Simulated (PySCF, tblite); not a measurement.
# hexacarbon chain (C6) (triplet): geometry, infrared bands and EPR parameters

Wanted: the infrared bands and EPR parameters of hexacarbon chain (C6) (triplet) (`[C]=C=C=C=C=[C]`), by calculation.

Programs: tblite 0.8.0 and PySCF 2.14.0, with density-fitted response routines of our own. Each step states its level of theory. These are calculated values for one molecule in the gas phase, unless marked as measured. Atoms count from 0, in the outputs and in this text.

### Step 1. The starting structure

6 atoms, charge 0, multiplicity 3; geometry from: force field or distance geometry start.

Bonds of the start (Å): C0–C1 1.30, C1–C2 1.30, C2–C3 1.28, C3–C4 1.29, C4–C5 1.30.

### Step 2. Geometry optimisation with GFN2-xTB

What the job is given:

```
{"job": {"kind": "relax", "xc": "GFN2-xTB", "basis": "xTB"}, "charge": 0, "multiplicity": 3}
C     -3.214700    -0.254000     0.281200
C     -1.924000    -0.125100     0.165000
C     -0.632900    -0.034100     0.063800
C      0.640300     0.070800    -0.065300
C      1.919800     0.138000    -0.165800
C      3.214700     0.206400    -0.274200
```

Started as:

```sh
$ OMP_NUM_THREADS=1 python probes_run.py task.json out
```

The driver reads the jobs from task.json and runs them one after another.

**Question.** This job is followed by: GFN2-xTB harmonic vibrations, gas phase; PBE0-D3(BJ)/def2-SVP geometry optimisation, gas phase; UKS B3LYP, IGLO-III on C, non-relativistic, mean-field spin-orbit, GIAO. What will the session give for the following? strongest single infrared mode (GFN2-xTB); zero-point energy (GFN2-xTB); point group; rotational constants (main isotopes); D, E (B3LYP); g(iso) (B3LYP); ⟨S²⟩; largest a(iso) (averaged by class); surface potential, 1st and 99th percentile.

As calculated:

```
                                 quantity                    value
strongest single infrared mode (GFN2-xTB)    1989 cm⁻¹, 201 km/mol
             zero-point energy (GFN2-xTB)            13.2 kcal/mol
                              point group                    Dinfh
     rotational constants (main isotopes)           1.44, 1.44 GHz
                             D, E (B3LYP)        0.289, 0.000 cm⁻¹
                           g(iso) (B3LYP)                  2.00261
                                     ⟨S²⟩       2.049 (exact 2.00)
       largest a(iso) (averaged by class)  13C on C0, C5, 16.2 MHz
    surface potential, 1st and 99th percentile       -1.24 V and 1.20 V
```

Relaxing lowered the energy by 0.041 eV in 15 steps; the close pair that moved most is C0–C1, from 1.302 to 1.280 Å (GFN2-xTB). The lowest mode is slightly imaginary (11i cm⁻¹), a soft motion within the noise of the Hessian, so the minimum is not strictly shown. The strongest single mode, at 1989 cm⁻¹, is spread over many atoms; the largest shares are those of C4, C1. Unscaled tight-binding wavenumbers are off by several per cent, some by more. Its intensities can rank the bands wrongly. Relaxing lowered the energy by 0.201 eV in 8 steps; the close pair that moved most is C0–C1, from 1.257 to 1.306 Å (PBE0/def2-SVP). The largest spin populations lie on C5 (0.66 e), C0 (0.66 e). The isotropic g lies 0.3 ppt above the free-electron value.
